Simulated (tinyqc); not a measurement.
RKS/BP86 in the sto-3g basis, for H2O, spin multiplicity 1, step by step. One step of it, computed by the program tinyqc.

Task: Orthogonalisation. S = U s U^T; symmetric (Loewdin) form X = U s^(-1/2) U^T, so that X^T S X = 1.

overlap S:
```
           1O 1s     1O 2s    1O 2px     1O 2py    1O 2pz     2H 1s      3H 1s
1O 1s   1.000000  0.236704  0.000000   0.000000  0.000000  0.022298   0.022298
1O 2s   0.236704  1.000000  0.000000   0.000000  0.000000  0.265777   0.265777
1O 2px  0.000000  0.000000  1.000000   0.000000  0.000000  0.000000   0.000000
1O 2py  0.000000  0.000000  0.000000   1.000000  0.000000  0.192008  -0.192008
1O 2pz  0.000000  0.000000  0.000000   0.000000  1.000000  0.164686   0.164686
2H 1s   0.022298  0.265777  0.000000   0.192008  0.164686  1.000000   0.114597
3H 1s   0.022298  0.265777  0.000000  -0.192008  0.164686  0.114597   1.000000
```

Give: eigenvalues of S; X.

Result:

eigenvalues of S: 0.5658  0.6652  0.8859  1.0000  1.1112  1.2202  1.5516

X:
```
          1O 1s    1O 2s  1O 2px   1O 2py   1O 2pz    2H 1s    3H 1s
1O 1s    1.0228  -0.1296  0.0000   0.0000  -0.0042   0.0139   0.0139
1O 2s   -0.1296   1.0806  0.0000   0.0000   0.0355  -0.1413  -0.1413
1O 2px   0.0000   0.0000  1.0000   0.0000   0.0000   0.0000   0.0000
1O 2py   0.0000   0.0000  0.0000   1.0326   0.0000  -0.1110   0.1110
1O 2pz  -0.0042   0.0355  0.0000   0.0000   1.0214  -0.0857  -0.0857
2H 1s    0.0139  -0.1413  0.0000  -0.1110  -0.0857   1.0586  -0.0402
3H 1s    0.0139  -0.1413  0.0000   0.1110  -0.0857  -0.0402   1.0586
```
